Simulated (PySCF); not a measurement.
Q: What does the PBE0-D3(BJ)/def2-SVP structure of `CP(C)(=O)O` look like in three dimensions?

A: 
```
atom  x, y, z in Å
C1     0.621   -0.153   -1.417
P2     0.422    0.187    0.344
C3    -1.056   -0.699    0.884
O4     1.636   -0.046    1.175
O5    -0.072    1.747    0.349
H6    -0.270    0.143   -1.987
H7     1.491    0.418   -1.774
H8     0.820   -1.225   -1.562
H9    -1.231   -0.451    1.941
H10   -1.935   -0.408    0.292
H11   -0.889   -1.782    0.800
H12    0.503    2.244    0.947
```

Orientation and origin are arbitrary. Atoms count from 1 in this order. P2 (phosphoryl phosphorus) is distorted tetrahedral (angles from 102.5° to 115.1°). The 2 O–P bonds span 1.489 Å (P2=O4, drawn double) to 1.636 Å (P2–O5, drawn single), a spread of 0.147 Å.

Bonds between heavy atoms (Å): C1–P2 1.804, P2–C3 1.806, P2=O4 1.489, P2–O5 1.636.

Level of theory: PySCF, PBE0-D3(BJ)/def2-SVP geometry optimisation, gas phase.

Point group: near Cs, missed by 0.08 Å at most; the miss may be what the optimiser left on a soft mode. Whether it is a minimum is left open (no frequencies). One conformer, not necessarily the lowest (C1–P2–O5–H -128°).

Hardware: one thread, Arm Neoverse V1 (aarch64), no GPU, shared host with 32 logical CPUs at a one-minute load of 16. Cost: 62 s, 0.46 GiB resident at most. This is the geometry optimisation.
